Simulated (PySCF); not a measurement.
How the method moves the adiabatic energies of losing or gaining an electron of methyl cation

Structure: `[CH3+]` ([CH3]+).

All levels share the PBE0-D3(BJ)/def2-SVP structures and the PBE0-D3(BJ)/def2-SVP thermal terms; only the single-point energies (PySCF) change. Values are adiabatic energies of losing or gaining an electron (0 K, eV).

```jsonl
{"level": "HF/aug-cc-pVTZ", "recombination energy to the radical": "9.04", "abs. error": "0.80", "time": "0.96 s"}
{"level": "MP2/aug-cc-pVTZ", "recombination energy to the radical": "9.77", "abs. error": "0.07", "time": "9.3 s"}
{"level": "CCSD(T)/aug-cc-pVTZ", "recombination energy to the radical": "9.79", "abs. error": "0.05", "time": "4.5 min"}
{"level": "B3LYP-D3(BJ)/ma-def2-TZVP", "recombination energy to the radical": "9.95", "abs. error": "0.11", "time": "–"}
{"level": "ATcT 1.112", "recombination energy to the radical": "9.84", "abs. error": "", "time": ""}
```

Times are wall times for all single points of a level on 1 thread of Arm Neoverse V1, a shared host; the dash marks the run that also made the structures.

Hartree-Fock leaves out electron correlation, so its ionisation energies and electron affinities from energy differences come out too low, often by 1 eV or more.

At MP2/aug-cc-pVTZ, HF/aug-cc-pVTZ a relaxed species lies above the same state at the other structure, so the structures fit those levels poorly.

The spread: 0.91 eV, from 9.04 to 9.95.
